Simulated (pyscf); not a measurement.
H₂Se + F–GeH₃ → H₃Ge–SeH + hydrogen fluoride (HF), a four-centre exchange (singlet surface; H–Se, F–Ge broken, Ge–Se, F–H formed). Structures and frequencies: ωB97X-D3(BJ)/def2-SVP in PySCF. Correlated levels are frozen-core, on RHF or UHF. ΔMP2 is the change of the MP2 total energy from the triple- to the quadruple-zeta basis. Energies in kcal/mol from the separated reactants.

Small-basis levels: PySCF, no dispersion term, spherical d functions. AM1 to PM7: differences of heats of formation from MOPAC, which are fitted to 298 K values and so differ in kind from electronic energies by zero-point and thermal terms. 

```json
[
 {"level": "HF/STO-3G", "barrier": "33.4", "reaction energy": "-7.0"},
 {"level": "HF/3-21G", "barrier": "44.4", "reaction energy": "+21.1"},
 {"level": "MP2/6-31G*+LANL2DZ", "barrier": "39.2", "reaction energy": "+14.2"},
 {"level": "BP86/6-31G*+LANL2DZ", "barrier": "21.1", "reaction energy": "+7.9"},
 {"level": "PBE/6-31G*+LANL2DZ", "barrier": "18.2", "reaction energy": "+6.9"},
 {"level": "B3LYP/STO-3G", "barrier": "8.6", "reaction energy": "+7.2"},
 {"level": "B3LYP/6-31G*+LANL2DZ", "barrier": "29.1", "reaction energy": "+11.2"},
 {"level": "M06-2X/6-31G*+LANL2DZ", "barrier": "26.5", "reaction energy": "+6.7"},
 {"level": "B3LYP/6-311+G**+LANL2DZ", "barrier": "31.0", "reaction energy": "+4.6"},
 {"level": "PBE/def2-SVP", "barrier": "17.7", "reaction energy": "+4.5"},
 {"level": "AM1", "barrier": "26.2", "reaction energy": "-11.2"},
 {"level": "PM7", "barrier": "39.9", "reaction energy": "-3.3"},
 {"level": "CCSD(T)/def2-TZVPP + ΔMP2(QZVPP)", "barrier": "30.3", "reaction energy": "-1.2"}
]
```

Against the last row the barrier runs from -21.7 (B3LYP/STO-3G) to +14.2 kcal/mol (HF/3-21G). CCSD(T)/def2-TZVPP + ΔMP2(QZVPP) has limits of its own. On the product side the descent ends in a complex, 6.3 kcal/mol under the separated species and 35.3 kcal/mol under the saddle at ωB97X-D3(BJ)/def2-TZVP. At ωB97X-D3(BJ)/def2-TZVP the barrier from the zero used here is 26.6 kcal/mol. One saddle was located; it need not be the lowest between these sides. The CCSD(T) − MP2 part came from Ansatz, without density fitting, on the same reference. The frozen core leaves the outer d or s,p core shells of the metals and heavy elements correlated in the MP2 and CC values, and def2-TZVPP describes them poorly, which can shift differences by a few kcal/mol. In the def2 sets elements up to Kr have no core potential.
